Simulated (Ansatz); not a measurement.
Complex (SMILES): C (CH4) with F (HF), atoms 1 to 5 the first; geometry from A24 set, monomers rigid:
```xyz
7

C      0.0000     0.0000     1.7707
H      0.5159    -0.8936     1.4203
H      0.0000     0.0000     2.8581
H      0.5159     0.8936     1.4203
H     -1.0319     0.0000     1.4203
H      0.0000     0.0000    -0.5488
F      0.0000     0.0000    -1.4680
```

Interaction energy at wB97M-V with Ansatz (a first-principles code), kcal/mol, without and with the counterpoise correction (monomers among the partner's ghost functions). All functions are spherical. The program fits the integrals of some runs and decomposes those of others, by size. The functional holds VV10 correlation; no added dispersion term, no relativity. Reference, counterpoise-corrected: the value in aug-pcseg-3, -1.68.

```
basis            functions  uncorrected  counterpoise  counterpoise correction  mean of both
---------------  ---------  -----------  ------------  -----------------------  ------------
STO-3G                  15         0.03          0.54                     0.52          0.28
6-31G                   28        -2.13         -1.21                     0.92         -1.67
3-21G                   28        -2.24         -1.06                     1.18         -1.65
cc-pVDZ                 53        -2.47         -0.99                     1.49         -1.73
6-311G**                66        -2.24         -1.17                     1.08         -1.71
def2-SVPD               83        -2.05         -1.46                     0.59         -1.76
jun-cc-pV(T+d)Z        148        -1.72         -1.66                     0.06         -1.69
aug-pcseg-2            207        -1.74         -1.66                     0.08         -1.70
def2-QZVPP             264        -1.82         -1.64                     0.18         -1.73
pcseg-3                285        -1.70         -1.67                     0.03         -1.69
def2-QZVPPD            294        -1.68         -1.67                     0.01         -1.67
aug-pcseg-3            415        -1.69         -1.68                     0.02         -1.68
```

The corrected value lies nearer the reference in 8 of 12 rows.
